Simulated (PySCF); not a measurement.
System: fluoroethene, C2H3F, charge 0, multiplicity 1. 
Geometry from a B3LYP-D3(BJ)/def2-TZVP (Ansatz) optimisation:
```
C
C 1 1.3174
F 1 1.3475 2 122.16
H 2 1.0798 1 119.40 3 180.00
H 2 1.0810 4 119.01 1 180.00
H 1 1.0823 2 126.09 4 0.00
```

Dispersion corrections to the total energy (kcal/mol) from the dftd3 and dftd4 libraries through PySCF: D3(BJ) without and D4 with the three-body term, each with the damping fitted for the functional named.

```json
[
 {"functional": "TPSSh", "D3(BJ)": "-1.70", "D4": "?"},
 {"functional": "BLYP", "D3(BJ)": "-3.26", "D4": "-3.19"},
 {"functional": "PW6B95", "D3(BJ)": "?", "D4": "-1.22"},
 {"functional": "B2PLYP", "D3(BJ)": "?", "D4": "-0.94"},
 {"functional": "HSE06", "D3(BJ)": "-0.87", "D4": "-1.01"},
 {"functional": "PBE", "D3(BJ)": "-1.56", "D4": "-1.36"},
 {"functional": "r2SCAN", "D3(BJ)": "-0.39", "D4": "-0.32"}
]
```

Complete the blanks.


- TPSSh, D4: -1.67
- PW6B95, D3(BJ): -0.64
- B2PLYP, D3(BJ): -1.14
